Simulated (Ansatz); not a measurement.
Basis-set extrapolation for `F[C@H]1C[C@H](F)C1` (PBE0-D4/def2-TZVP geometry, frozen core, the Gaussian-basis code of Ansatz). Multiplicity 1, RHF reference.

|  | def2-TZVPP | def2-QZVPP |
| --- | --- | --- |
| HF | -353.954976 | -353.970382 |
| MP2 correlation | -1.161647 | -1.252664 |
| CCSD(T) correlation | -1.239972 | not run |

Energies in hartree. Use E(X) = E(∞) + A·exp(−7.88·√X) for Hartree–Fock and E(X) = E(∞) + B·X^(−2.97) for correlation, with X = 3 and 4, and add CCSD(T) minus MP2 of the smaller set to the MP2 limit.

Question: What is the CCSD(T) energy at the basis-set limit?

Answer: HF limit: -353.970382 + (-0.015406) × 0.13774 = -353.97250. MP2 limit: -1.252664 + (-0.091017) × 0.74074 = -1.32008. Higher-order term: -1.239972 − (-1.161647) = -0.07832. Total: -355.37090 hartree, 110.4 kcal/mol below CCSD(T)/def2-TZVPP.
